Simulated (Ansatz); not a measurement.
Reactions of `[OH][Na]`.

Gas-phase electronic energies from Ansatz, PBE0-D4/def2-TZVP geometries. CCSD(T)/CBS adds triple-zeta CCSD(T) − MP2 to the extrapolated MP2 energy (def2 sets, frozen cores). This one scheme is used for every species. No spin–orbit coupling; open shells (•) take unrestricted orbitals. For Na outer-core shells are correlated without core-valence functions, which leaves a few kJ/mol of doubt a bond.

**Question.** Order these by ΔE at CCSD(T)/CBS, lowest first. (Best estimate.)
A. `[OH][Na]` + `[OH]`• → `[O][Na]`• + H₂O
B. `[OH][Na]` + HCl → `[Na][Cl]` + H₂O
C. `[OH][Na]` + H₂S → `[Na][SH]` + H₂O
D. `[OH][Na]` + `C#C` → `C#[C][Na]` + H₂O

**Answer.** B (-150.8 kJ/mol), C (-72.4 kJ/mol), A (-5.9 kJ/mol), D (+12.2 kJ/mol).

Largest T1 diagnostic: 0.016, for `[O][Na]`•.
